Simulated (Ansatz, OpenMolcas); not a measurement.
**A ladder of methods for BH2ClO (SMILES OBCl)**

The species is BH2ClO (5 atoms), meant as a singlet with charge 0. SMILES: `OBCl`. Geometry: relaxed at PBE0-D4/def2-TZVP. This is one conformer, not always the lowest.

```xyz
5

O    -0.8633   -0.6186   -0.0029
B     0.3790   -0.1372    0.1379
Cl    0.7886    1.4960   -0.3953
H    -1.4777    0.0012   -0.4097
H     1.2233   -0.8151    0.6286
```

Each level gives the vertical energy of the triplet above the singlet (eV). The values are calculated.

| level | kind | program | value (eV) | less FCI/STO-3G |
| --- | --- | --- | --- | --- |
| HF/STO-3G | Hartree–Fock | OpenMolcas | 6.93 | -0.94 |
| PBE/STO-3G | GGA | Ansatz | 7.23 | -0.64 |
| revPBE/STO-3G | GGA | Ansatz | 7.22 | -0.65 |
| wB97M-V/STO-3G | range-separated hybrid | Ansatz | 7.96 | +0.09 |
| CCSD(T)/STO-3G | coupled cluster or CI | Ansatz | 7.87 | 0.00 |
| CCSDT(Q)/STO-3G | coupled cluster or CI | Ansatz | 7.87 | 0.00 |
| CCSDTQ/STO-3G | coupled cluster or CI | Ansatz | 7.87 | 0.00 |
| FCI/STO-3G | exact in the basis | Ansatz | 7.87 | 0.00 |

FCI/STO-3G is exact within its basis and frozen core, so for wave-function methods in that basis the difference is their error; functionals converge differently with the basis, so for them it is only a difference. The values span 6.93 to 7.96 eV. A triplet this far above the singlet is often a Rydberg-like or dissociative state; sets without diffuse functions put Rydberg states too high. All rows use very small basis sets, so none should be taken for the real molecule's value.
